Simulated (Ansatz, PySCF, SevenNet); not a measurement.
# Zinc-blende GaSb, cohesive energy

Reference value: 3.03 eV/atom (measured, zero-point energy (9/8 kB θD) added and atomic spin-orbit splittings removed, spin-orbit-averaged atoms; as tabulated in Paulus et al. (1996), arXiv:cond-mat/9605064).

```csv
level (code),value (eV/atom),cell (Å³/atom)
SevenNet-l3i5,2.86,29.31
LDA (Ansatz),(withheld),27.66
PBE (Ansatz),2.82,29.99
r²SCAN+rVV10 (Ansatz),3.12,28.43
MP2 (PySCF),3.26 ± 0.2,28.85
```

Problem. Fill in the missing entries.

Solution. 
- LDA (Ansatz, an electronic-structure program), value (eV/atom): 3.67

Errors against the reference: SevenNet-l3i5 -0.17 eV/atom, LDA +0.64 eV/atom, PBE -0.21 eV/atom, r²SCAN+rVV10 +0.09 eV/atom, MP2 +0.23 eV/atom.

Leaving aside SevenNet-l3i5 (doubt noted below): Of the ranked levels r²SCAN+rVV10 (+0.09 eV/atom) comes nearest. Among them LDA (+0.64 eV/atom) misses by most. Within 0.5 eV/atom: PBE, r²SCAN+rVV10, MP2.

Free atoms are spin-polarised, in the lowest state found; at levels without +SOC their spin–orbit coupling is left out.  A ± on a computed value is a rough bar: the spread of its extrapolation, a floor set from checks against published values, or a statistical error. Density-functional levels without +SOC have no spin–orbit coupling, which shifts binding energies of heavy elements. SevenNet-l3i5: free atoms can lie outside what these potentials were trained on. Each level is taken at its own relaxed cell. Cutoffs differ between the levels. Ansatz's density-functional and Hartree–Fock values are scalar-relativistic unless marked +SOC, with PAW data made under PBE.

Machine-learned potentials (SevenNet-l3i5) are trained on DFT data: a solid inside that data is no test of them.

Differences are worked out from the printed values.
